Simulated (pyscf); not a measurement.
A first-order saddle from PySCF, ωB97X-D3(BJ)/def2-SVP:

```xyz
11

O     -0.7693    -1.9600     0.3110
Al    -1.7043    -0.6052    -0.1486
H     -1.1022    -2.8258     0.5524
H     -1.5767     0.6858     1.0227
H     -3.2225    -0.7312    -0.5660
O     -0.6993     0.6300    -0.9957
Si    -0.4663     1.8153     0.5435
H     -0.1955     0.7057    -1.8127
H     -0.2872     2.9126    -0.4651
H      0.8223     1.2467     1.0169
H     -1.0135     2.6193     1.6971
```

Surface: singlet, charge 0. Lowest wavenumbers (cm⁻¹): 288i, 73, 175, 272, 279.

**Question.** What reaction is this the transition state of?

**Answer.** HO–AlH₂ + silanol (HO–SiH₃) <-> HO–AlH–OH + silane (SiH₄), a four-centre exchange read from left to right: Al–H, O–Si broken and Al–O, H–Si formed. At CCSD(T)/def2-TZVPP + ΔMP2(QZVPP) it lies -8.5 kcal/mol from the left side and +5.9 kcal/mol from the right (each side as separated species at their lowest minima found). On the reactant side the descent ends in an adduct with a Al–O contact (not fully relaxed), 22.3 kcal/mol under the separated species and 10.3 kcal/mol under the saddle at ωB97X-D3(BJ)/def2-TZVP. On the product side the descent ends in a complex, 6.1 kcal/mol under the separated species and 7.9 kcal/mol under the saddle at ωB97X-D3(BJ)/def2-TZVP. At CCSD(T) the saddle lies under the separated reactants, which points to a path from their complex (located at ωB97X-D3(BJ) alone). What is counted as formed (Al–O) is already present as a longer contact in the reactant adduct; forming that adduct is a step of its own. At the saddle there is also a short Al–Si contact that neither side keeps. At ωB97X-D3(BJ)/def2-TZVP the barrier from the zero used here is -11.9 kcal/mol. This is the saddle that the search found; another between the same sides may lie lower. The CCSD(T) − MP2 part came from Ansatz, without density fitting, on the same reference.
